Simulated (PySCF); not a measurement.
dimethyl ether (C2H6O), SMILES COC. Geometry optimised at PBE-D3(BJ)/def2-TZVP.

The numbers are results of PBE-D3(BJ)/def2-TZVP (PySCF), not measurements.

Harmonic wavenumbers (cm⁻¹): 217, 244, 401, 923, 1088, 1119, 1149, 1152, 1222, 1404, 1425, 1431, 1433, 1443, 1463, 2886, 2898, 2930, 2938, 3050, 3051. Rotational constants (GHz): 38.44, 10.02, 8.850; symmetry number 2.

Problem. Work out the zero-point energy and the ideal-gas rigid-rotor harmonic-oscillator thermochemistry at 298.15 K and 1 atm.

Solution. ZPE = ½ Σ hcν = ½ × 33868 cm⁻¹ = 48.42 kcal/mol. H − E(el) = 51.75 kcal/mol. Entropy in cal/(mol K): translation 37.41, rotation 20.69, vibration 5.19, total 63.30. G − E(el) = 32.88 kcal/mol. Cp = 15.27 cal/(mol K).
